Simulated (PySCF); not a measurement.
Species: C3H5N3.
SMILES with atom numbers: `[CH3:1][n:2]1[n:3][cH:4][cH:5][n:6]1` (hydrogens: H7, H8, H9 on C1; H10 on C4; H11 on C5)

Computed with PySCF at wB97X-D/pcSseg-2, non-relativistic, on one gas-phase PBE0-D3(BJ)/def2-TZVP geometry that isn't relaxed in the solvent. The solvent is an IEF-PCM continuum (van der Waals radii × 1.2). Specific hydrogen bonds and non-electrostatic terms are outside this model.

Gas phase at wB97X-D/pcSseg-2: HOMO -9.42 eV, LUMO 1.66 eV, dipole 0.50 D.

Problem. What does the continuum do to the energy, the frontier levels and the dipole at wB97X-D/pcSseg-2 in chloroform?

Solution. 
```json
{"solvent": "chloroform", "ε": "4.711", "E(solvent) − E(gas) (kJ/mol)": "-17.15", "polarisation term (kJ/mol)": "-18.66", "distortion of the solute (kJ/mol)": "1.51", "HOMO (eV)": "-9.42", "LUMO (eV)": "1.59", "dipole (D)": "0.52"}
```

Polarisation term: ½ Σ q·V over the induced surface charges. Distortion: the rise of the solute's own energy as its density leaves the gas-phase optimum.

Note: wB97X-D ran without an empirical dispersion term, which enters the total energy and its gradient alone.
